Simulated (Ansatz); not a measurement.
Geometry optimisation, Ansatz 0.2.0, RKS B3LYP/def2-SVP.

The input (input.yaml):

```yaml
crystal:
  periodic: [false, false, false]
  atoms:
    - { symbol: Si, position_ang: [0.217403, 0.0, -0.070777] }
    - { symbol: F, position_ang: [0.24476, 0.0, 1.547736] }
    - { symbol: H, position_ang: [1.641539, 0.0, -0.513517] }
    - { symbol: H, position_ang: [-0.447737, 1.233994, -0.557271] }
    - { symbol: H, position_ang: [-0.447737, -1.233994, -0.557271] }
    - { symbol: Cl, position_ang: [-2.863913, 0.0, 1.212053] }
    - { symbol: H, position_ang: [-1.815515, 0.0, 2.035648] }
basis:
  gaussian: { orbitals: def2-SVP }
hamiltonian:
  xc: b3lyp
relax:
  f_tol: 0.03
  max_steps: 50
output:
  orbitals: {}
```

Run as:

```bash
$ ansatz run input.yaml --threads 1 --pin off --max-ram 2048MiB --backend cpu --events-out ev --progress --plain --runs-dir out
```

Where does it end, and by what steps?

The run converged. After 8 steps the energy has fallen by 0.087 eV; Cl6 moved furthest, 0.44 Å.

| step | energy less start (eV) | largest force component (eV/Å) | accepted |
| --- | --- | --- | --- |
| 0 | 0.0000 | 1.006 | yes |
| 1 | -0.0503 | 0.771 | yes |
| 2 | -0.0559 | 0.733 | yes |
| 3 | -0.0699 | 0.825 | yes |
| 4 | -0.0770 | 0.653 | yes |
| 5 | -0.0771 | 0.647 | yes |
| 6 | -0.0760 | 0.599 | no |
| 7 | -0.0865 | 0.044 | yes |
| 8 | -0.0867 | 0.014 | yes |

```xyz
7
Properties=species:S:1:pos:R:3
Si 0.315 0.000 -0.136
F 0.037 0.000 1.486
H 1.789 0.000 -0.326
H -0.292 1.227 -0.708
H -0.292 -1.227 -0.708
Cl -3.135 0.000 1.558
H -1.894 0.000 1.930
```

Whether the end is a true minimum wasn't checked by a vibrational analysis.

The run took 20 s on 1 thread of Arm Neoverse V2 (shared host), peak memory 0.13 GiB.
